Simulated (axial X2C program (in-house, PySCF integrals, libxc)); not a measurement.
## Potential curves of LiB, two-component

Computed with an axial X2C code built on PySCF integrals. Two-component (2c) means X2C with spin–orbit coupling and atomic mean-field two-electron Coulomb and Gaunt terms. Basis: B dyall-v3z [7s6p2d1f], Li dyall-cv3z [7s8p2d] (cores contracted in-house); Gaussian nuclei, density fitting, unrestricted open shells. Masses: B 11.009 u, Li 7.016 u.

State: Ω = 2 (⟨Sz⟩ = 1.00, ⟨Lz⟩ = 1.00 at HF). Energies in eV from the fragments at the same level (B + Li). Fits are polynomials in 1 − R0/R over 0.85 to 1.23 times the lowest point R0.

```json
{"R (Å)": "1.8557", "CCSD": "", "HF": "-0.4413"}
{"R (Å)": "1.9410", "CCSD": "-1.0005", "HF": "-0.5996"}
{"R (Å)": "2.0050", "CCSD": "-1.0691", "HF": "-0.6704"}
{"R (Å)": "2.0690", "CCSD": "-1.1070", "HF": "-0.7086"}
{"R (Å)": "2.1330", "CCSD": "-1.1202", "HF": "-0.7205"}
{"R (Å)": "2.2077", "CCSD": "-1.1110", "HF": "-0.7080"}
{"R (Å)": "2.2823", "CCSD": "-1.0814", "HF": "-0.6740"}
{"R (Å)": "2.3783", "CCSD": "-1.0218", "HF": "-0.6074"}
{"R (Å)": "2.4956", "CCSD": "", "HF": "-0.5042"}
{"R (Å)": "2.6662", "CCSD": "", "HF": "-0.3391"}
```

Correlated methods: 4 electrons correlated (number of frozen shells: B 1 s; Li 1 s), 150 virtual spin orbitals or spinors in MP2, 58 natural virtuals in coupled cluster.

The state is one determinant whose occupation by symmetry is held fixed; it was picked as the lowest of a PBE0 search that is not exhaustive. Dissociation energies refer to the lowest single-determinant-based atoms at the same level and basis. CCSD ran in a truncated set of natural virtual spinors with an MP2 remainder; without triples it tends to underbind. PBE0 can misorder states that lie within some tenths of an eV, so this need not be the ground state of the molecule. The nearest other 2c determinant of the search, Ω = 1, lies 0.30 eV up at the distance of the search. With several unpaired electrons one determinant need not be a pure state. Open-shell Ω = 0 determinants with evenly filled partner blocks cannot be reached by this program, so the Ω shown need not be the lowest component. Coupled cluster ran on the points near the minimum only. MP2 and coupled cluster on one determinant become unreliable at the stretched end.

Task: What are Re, ωe and De at the CCSD level?

Result: At CCSD, 2c: Re = 2.141 Å, ωe ≈ 543 cm⁻¹, De = 1.12 eV to B + Li; Be follows as 0.858 cm⁻¹.

Task: Fit the HF curve near its minimum: give the equilibrium distance, the harmonic wavenumber and the well depth.

Result: At HF, 2c: Re = 2.135 Å, ωe ≈ 568 cm⁻¹, De = 0.72 eV to B + Li; Be follows as 0.863 cm⁻¹.
